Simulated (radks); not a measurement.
# O⁴⁺ in [He] 2s2: an all-electron calculation

An exercise on one series of results from a longer session: the logs are not shown, and one member is left open.

The numbers are computed with radks (a radial shooting solver on a logarithmic mesh, Libxc functionals) version 1 (Dirac Kohn-Sham, BLYP, spin-unpolarised, spherical densities, finite nucleus), except any that are marked as measured or tabulated.

### The system

| Item | Value |
| --- | --- |
| element | oxygen (Z = 8) |
| charge | +4 |
| electrons | 4 |
| configuration | [He] 2s2 |
| nuclear rms radius | 2.6991 fm |

The outer shells:

O⁴⁺
```
[He] core
2s [↑↓]
```

Set-up of the first run:

Settings of this run:

```text
Z 8
configuration [He] 2s2 2p0 3s0
relativity Dirac
functional b88,lyp
spin unpolarised
j_filling energy
nucleus finite rms 2.6991 fm
c 137.035999084
```

Started as:

```sh
$ python run_ks.py task.json out
```

All runs below come from this command, one after another.

One table of the session follows, with a row left open; its other results are not shown here.

It belongs to the step «Shells». Sizes of the orbitals, from the radial functions (bohr):

```
level     <r>  outermost maximum (interpolated)  90 % within
1s1/2  0.1986                             0.129        0.355
2s1/2  0.9312                             0.780         1.44
2p1/2  0.8516                             0.664         1.39
2p3/2       ?                                 ?            ?
```

Q: Estimate the row for 2p3/2 from the others.

**Answer.** <r>: 0.8524; outermost maximum (interpolated): 0.665; 90 % within: 1.39. In the column «<r>» it lies between 2p1/2 (0.8516) and 2s1/2 (0.9312).
